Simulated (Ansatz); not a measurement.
Ideal-gas functions of CHNO, SMILES `N=C=O` at 298.15 K and 1 bar, from an Ansatz frequency run at PBE0-D4/def2-TZVP.

Molar mass 43.03 g/mol, point group Cs (symmetry number 1), electronic degeneracy 1, moments of inertia 0.57, 45.289, 45.859 u Å². Harmonic wavenumbers (cm⁻¹, unscaled): 573, 649, 789, 1357, 2371, 3713.

Use S(trans) = R[1.5 ln M + 2.5 ln T − 1.1517]; rotational temperatures θ = 24.2544 K / I; S(rot) = R[ln(√π/σ · √(T³/θAθBθC)) + 1.5]; for each mode x = 1.438777 ν̃/T, S = R[x/(eˣ − 1) − ln(1 − e⁻ˣ)] and H = RT x/(eˣ − 1); 1 cm⁻¹ = 0.0119627 kJ/mol; R = 8.31446 J/(mol·K).

Question: By hand: the entropy, in J/(mol·K).

Answer: Translation 155.8. Rotation: θ = 42.5516, 0.5355, 0.5289 K, giving 77.9. Vibration, mode by mode: 2.09, 1.56, 0.91, 0.09, 0.00, 0.00, in all 4.6. Electronic 0.0. Sum 238.3 J/(mol·K).

Question: By hand: H − E and G − E in kJ/mol, counted from the electronic energy.

Answer: Zero-point energy ½ × 9452 × 0.0119627 = 56.5; thermal vibration 1.1; translation, rotation and pV give 4 RT = 9.9. H − E = 67.5 kJ/mol, and G − E = 67.5 − 298.15 × 238.3/1000 = -3.5 kJ/mol.

Vibration gives 2 % of the entropy. The sum counts one conformer and one mirror image; others add a mixing term.
